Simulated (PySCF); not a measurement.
An unknown is described by computed data only.

Elements present: C and H. Monoisotopic mass: 65.0386 u (electron mass counted); charge +1.

| Item | Value |
| --- | --- |
| Polarisability | 51.0 au [wB97X-D/def2-SVPD] |
| 13C NMR | chemical shifts (computed TMS as zero) by class: 173.5 (1 C), 162.5 (1 C), 158.6 (1 C), 158.6 (1 C), 117.1 (1 C) ppm [GIAO KT2/pcSseg-2] |
| UV, first state | lowest singlet excitation: 5.83 eV (213 nm, f = 0.453) [TDDFT wB97X-D/def2-SVPD] |
| Triplet | lowest triplet excitation (Tamm–Dancoff): 3.47 eV [TDA wB97X-D/def2-SVPD] |
| Couplings | largest of the computed one-bond spin–spin couplings (means over like bonds): 13C–1H +271.1, 13C–1H +269.1, 13C–1H +191.9, 13C–1H +184.0, 13C–1H +174.5, 13C–13C +76.0, 13C–13C +69.3, 13C–13C +31.3 Hz [B3LYP/pcJ-1, spin–dipole term left out] |
| 1H NMR | chemical shifts (computed TMS as zero) by class: 9.82 (1 H), 9.75 (1 H), 8.05 (1 H), 8.00 (1 H), 7.50 (1 H) ppm [GIAO KT2/pcSseg-2] |
| Rotational structure | rotational constants A, B, C: 19.206, 3.609, 3.038 GHz [PBE0-D3(BJ)/def2-SVP] |
| Valence photoelectron | vertical ionisation energy: 15.90 eV [ΔSCF wB97X-D/def2-SVPD] |

Electronic properties: PySCF, gas phase, density fitting. Levels stand in brackets. The structure is a single PBE0-D3(BJ)/def2-SVP conformer in the gas phase; no vibrational or solvent corrections. NMR values are class means; diastereotopic atoms form classes of their own.

Question: Which formula fits the mass and the elements?

Answer: C5H5 (calculated 65.0386). No other formula that holds each of these elements comes within 0.0003 u with a fitting electron parity and a possible valence count.

Question: Give a SMILES that accounts for the data.

Answer: Numbering: `[CH2:1]=[CH:2][c:3]1[cH:4][cH+:5]1`. 5 carbons fall into 5 classes; from least to most shielded: terminal =CH2 carbon [C1] (173.5 ppm), unsaturated ring carbon [C3] (162.5 ppm), unsaturated ring CH carbon [C5] (158.6 ppm), unsaturated ring CH carbon [C4] (158.6 ppm), alkene CH carbon [C2] (117.1 ppm). Hydrogen classes from least to most shielded: 1 H on an unsaturated ring CH carbon, C4 (9.82 ppm), 1 H on an unsaturated ring CH carbon, C5 (9.75 ppm), 1 H on a terminal =CH2 carbon, C1 (8.05 ppm), 1 H on a terminal =CH2 carbon, C1 (8.00 ppm), 1 H on an alkene CH carbon, C2 (7.50 ppm). The couplings run between: +271.1 Hz, unsaturated ring CH carbon [C5] and its hydrogen; +269.1 Hz, unsaturated ring CH carbon [C4] and its hydrogen; +191.9 Hz, alkene CH carbon [C2] and its hydrogen; +184.0 Hz, terminal =CH2 carbon [C1] and its hydrogen; +174.5 Hz, terminal =CH2 carbon [C1] and its hydrogen; +76.0 Hz, alkene CH carbon [C2] and unsaturated ring carbon [C3]; +69.3 Hz, terminal =CH2 carbon [C1] and alkene CH carbon [C2]; +31.3 Hz, unsaturated ring CH carbon [C4] and unsaturated ring CH carbon [C5]. S1 is mainly HOMO→LUMO (weight 0.96); the largest Löwdin shares of the orbital it empties are 0.38 on the alkene CH carbon, 0.31 on the terminal =CH2 carbon, 0.10 on the unsaturated ring carbon and 0.06 on an unsaturated ring CH carbon, of the orbital it fills 0.30 on the terminal =CH2 carbon, 0.29 on the unsaturated ring carbon, 0.12 on an unsaturated ring CH carbon and 0.12 on the alkene CH carbon. The optimised geometry has point group Cs and is an asymmetric top. Structure: `C=Cc1c[cH+]1`. The assignments are read from this structure; whether some other isomer fits the data as well wasn't checked.

Conformer computed: `[CH2:1]=[CH:2][c:3]1[cH:4][cH+:5]1`: C1–C2–C3–C4 1°.
